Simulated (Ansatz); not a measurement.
# CHAlB (quartet): from Hartree-Fock to the top rungs at a displaced geometry (v2), cc-pVDZ

The task here is to estimate one member of a computed series from the others.

Method: cc-pVDZ, core rule «outside noble gas», up to 7 orbitals frozen; program: Ansatz 0.2.0, Gaussian basis.

Plan: UHF; CCSD(T) on ROHF; CCSD(T) on UHF; BCCD(T) on ROHF; CISD as a restricted active space (open shells left free, so some higher excitations enter); CCSDT(Q) on ROHF; CCSDT(Q) on UHF.

21 further runs of the same task are left out: 11 that didn't finish, 10 set aside as unsound or not needed. Runs told in other sessions of the task aren't counted.

## What is computed

The geometry is a PBE0/def2-TZVP stationary point (not a proven minimum) with its atoms shifted at random (size 0.100 Å).

4 atoms, charge 0, spin multiplicity 4.

Atoms are counted from 1 here; the program's logs count them from 0.

Bond lengths: Al1–C2 1.875 Å, Al1–B3 2.277 Å, C2–B3 1.447 Å, C2–H4 1.013 Å. Angles: C2–Al1–B3 39.3°, Al1–C2–B3 85.5°, Al1–C2–H4 134.4°, B3–C2–H4 136.2°, Al1–B3–C2 55.2°.

Set-up of the first run:

File in.yaml:

```yaml
crystal:
  periodic: [false, false, false]
  atoms:
    - {symbol: Al, position_ang: [0.057852, 0.020884, 0.915538]}
    - {symbol: C, position_ang: [-0.107022, 0.578112, -0.867367]}
    - {symbol: B, position_ang: [-0.030401, -0.829699, -1.195023]}
    - {symbol: H, position_ang: [0.052707, 1.451324, -1.354792]}
basis:
  gaussian: {orbitals: cc-pVDZ}
magnetization: {spin_polarized: true, initial_magnetization: 3}
hamiltonian: {xc: hf}
output: {orbitals: {seedname: orbitals}}
```

On the command line:

```console
$ ansatz run in.yaml --threads 1 --pin off --events-out ev --progress --plain --max-ram 2393MiB
```

Among the steps run: UHF; CCSD(T) on ROHF; CCSD(T) on UHF; BCCD(T) on ROHF; CISD as a restricted active space (open shells left free, so some higher excitations enter); CCSDT(Q) on ROHF; CCSDT(Q) on UHF.

One table of the session follows, with a row left open; its other results are not shown here.

It belongs to the step «Misses and costs». 

| method | from UCCSDT(Q) (kJ/mol) |
| --- | --- |
| ROHF | +700.3 |
| UHF | +684.4 |
| RMP2 | +99.9 |
| UMP2 | +105.7 |
| CISD | ? |
| RCCSD | +43.7 |
| UCCSD | +43.4 |
| RCCSD(T) | +7.1 |
| UCCSD(T) | +7.8 |
| BCCD(T) | +7.3 |
| RCCSDT | +3.7 |
| UCCSDT | +3.6 |
| RCCSDT(Q) | +0.4 |
| UCCSDT(Q) | 0 |

Q: Estimate the row for CISD from the others.

The run gave: from UCCSDT(Q) (kJ/mol): +97.2. In the column «from UCCSDT(Q) (kJ/mol)» it lies between RCCSD (+43.7) and RMP2 (+99.9).

To keep in mind: Restricted and unrestricted rows rest on different reference determinants; a gap between their highest levels can come from leftover correlation error, from unlike frozen cores or from another state.
